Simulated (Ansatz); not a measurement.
**H2S (triplet): the correlation ladder at distance H1–H2 along a hydrogen transfer = 0.745 Å, 6-31G**

Aim: climb from Hartree-Fock through coupled cluster and multireference methods for H2S (triplet) at one geometry and basis, and see what each rung misses.

Program: Ansatz 0.2.0, Gaussian basis. Level of theory: 6-31G, core rule «outside noble gas», up to 5 orbitals frozen. These are calculated values, not measurements.

To be run: UHF; CCSD(T) on ROHF; CCSD(T) on UHF; BCCD(T) on ROHF; CISD; CCSDT(Q) on ROHF; CCSDT(Q) on UHF; CISDTQ; CCSDTQ on ROHF; CCSDTQ on UHF; CASSCF and MRCISD+Q, 4 electrons in 4 orbitals; CASSCF and NEVPT2, 4 electrons in 4 orbitals; CASSCF and MRCISD+Q, 8 electrons in 6 orbitals; CASSCF and NEVPT2, 8 electrons in 6 orbitals; Full CI.

3 further runs of the same task are left out: 3 that didn't finish.

## (1) What is computed

The geometry derives from fragments relaxed apart (PBE0/def2-TZVP) and kept rigid, so it is no stationary point. A hydrogen atom is moved between rigid fragments.

3 atoms, charge 0, spin multiplicity 3.

Atoms are counted from 1 here; the program's logs count them from 0.

Bond lengths: H1–H2 0.745 Å.

## (2) UHF

Contents of in.yaml:

```yaml
crystal:
  periodic: [false, false, false]
  atoms:
    - {symbol: H, position_ang: [0.000000, 0.000000, -1.164333]}
    - {symbol: H, position_ang: [0.000000, 0.000000, -0.419333]}
    - {symbol: S, position_ang: [0.000000, 0.000000, 1.583667]}
basis:
  gaussian: {orbitals: 6-31G}
magnetization: {spin_polarized: true, initial_magnetization: 2}
hamiltonian: {xc: hf}
output: {orbitals: {seedname: orbitals}}
```

The run is started by

```console
$ ansatz run in.yaml --threads 1 --pin off --events-out ev --progress --plain --max-ram 2393MiB
```

After this run come: CCSD(T) on ROHF; CCSD(T) on UHF; BCCD(T) on ROHF; CISD; CCSDT(Q) on ROHF; CCSDT(Q) on UHF; CISDTQ; CCSDTQ on ROHF; CCSDTQ on UHF; CASSCF and MRCISD+Q, 4 electrons in 4 orbitals; CASSCF and NEVPT2, 4 electrons in 4 orbitals; CASSCF and MRCISD+Q, 8 electrons in 6 orbitals; CASSCF and NEVPT2, 8 electrons in 6 orbitals; Full CI.

**Question.** What will the summary of the whole plan be? Wanted: FCI below the RHF energy; RMP2 from FCI; UMP2 from FCI; RCCSD from FCI; RCCSD(T) from FCI; UCCSD(T) from FCI; RCCSDT(Q) from FCI; UCCSDT(Q) from FCI; NEVPT2 pair from FCI.

The runs gave:

| quantity | value |
| --- | --- |
| FCI below the RHF energy | -1.3968 eV |
| RMP2 from FCI | +375.4 meV |
| UMP2 from FCI | +364.4 meV |
| RCCSD from FCI | +10.2 meV |
| RCCSD(T) from FCI | +2.2 meV |
| UCCSD(T) from FCI | +2.0 meV |
| RCCSDT(Q) from FCI | +0.1 meV |
| UCCSDT(Q) from FCI | -0.1 meV |
| NEVPT2 pair from FCI | +243.8 meV |
| MRCISD+Q pair from FCI | +8.6 meV |
| NEVPT2 valence from FCI | +303.2 meV |
| levels within 1 kcal/mol (43 meV) | CISD, RCCSD, UCCSD, RCCSD(T), UCCSD(T), BCCD(T), RCCSDT, UCCSDT, CISDTQ, RCCSDT(Q), UCCSDT(Q), RCCSDTQ, UCCSDTQ, MRCISD pair, MRCISD+Q pair, MRCISD valence, MRCISD+Q valence |
| T1 diagnostic | 0.012 |
| effectively unpaired electrons | 2.01 |

RCCSD(T) misses by +2.2 meV, 0.2 % of the correlation energy. One determinant dominates. Of the multireference levels listed MRCISD+Q pair comes nearest in total energy (+8.6 meV), which doesn't show that its space is the better one. These misses are within one basis, not against nature; the frozen cores of restricted and unrestricted runs differ, which can shift their rows.
